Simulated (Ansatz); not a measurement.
Geometry optimisation, Ansatz, RKS PBE0-D4/def2-SVP.

Input file:

```yaml
crystal:
  periodic: [false, false, false]
  atoms:
    - { symbol: Si, position_ang: [0.0, 0.0, 0.0] }
    - { symbol: Si, position_ang: [1.3097, 0.0, 2.0349] }
    - { symbol: H, position_ang: [-0.0051, -0.4067, 2.5222] }
    - { symbol: H, position_ang: [2.3193, -0.9353, 2.5222] }
    - { symbol: H, position_ang: [1.6149, 1.342, 2.5222] }
    - { symbol: H, position_ang: [1.6588, 0.0, 0.0648] }
    - { symbol: Si, position_ang: [-1.0456, 1.8115, -0.7393] }
    - { symbol: H, position_ang: [-2.4302, 1.478, -1.0607] }
    - { symbol: H, position_ang: [-1.0215, 2.8436, 0.2931] }
    - { symbol: H, position_ang: [-0.3743, 2.3069, -1.9374] }
    - { symbol: H, position_ang: [-0.6877, -1.1914, -0.4862] }
basis:
  gaussian: { orbitals: def2-SVP }
hamiltonian:
  xc: pbe0
  dispersion: d4
relax:
  f_tol: 0.15
  max_steps: 25
  restrain:
    - { distance: [1, 5], at: 1.46, k: 30.0 }
    - { distance: [0, 1], at: 3.42, k: 30.0 }
    - { distance: [0, 5], at: 2.66, k: 30.0 }
output:
  orbitals: {}
```

Launched with:

```bash
$ ansatz run input.yaml --threads 2 --pin off --max-ram 3072MiB --backend cpu --events-out ev --progress --plain --runs-dir out
```

Q: Where does it end, and by what steps?

A: The run converged. The restraints hold the end off the free minimum. After 16 steps the energy has fallen by 0.509 eV (the restraints' own energy left out); Si1 moved furthest, 1.38 Å. Parted: Si1–Si2 (2.42 → 3.42 Å). Joined: Si2–H6 (2.00 → 1.48 Å).

```tsv
step	energy less start (eV)	largest force component (eV/Å)	accepted
0	0.0000	2.939	yes
1	1.1992	4.433	yes
2	2.3741	4.013	yes
3	2.6773	3.600	yes
4	2.0613	2.381	yes
5	1.4418	1.874	yes
6	0.7956	2.235	yes
7	0.2597	1.155	yes
8	-0.0567	1.134	yes
9	-0.2279	0.813	yes
10	-0.3555	0.641	yes
11	-0.4286	0.717	yes
12	-0.4685	0.598	yes
13	-0.4872	0.607	yes
14	-0.4980	0.575	yes
15	-0.5047	0.566	yes
16	-0.5094	0.588	yes
```

```xyz
11
Properties=species:S:1:pos:R:3
Si -1.308 -0.396 0.217
Si 1.531 0.025 2.081
H 0.452 -0.683 2.823
H 2.833 -0.676 2.287
H 1.614 1.446 2.527
H 1.275 0.022 0.625
Si -1.077 1.770 -0.773
H -2.344 1.909 -1.590
H -1.086 2.874 0.239
H 0.087 1.990 -1.696
H -0.640 -1.031 -1.004
```

Run time: 27 s on 2 threads of Arm Neoverse V2 (shared host), peak memory 0.19 GiB.
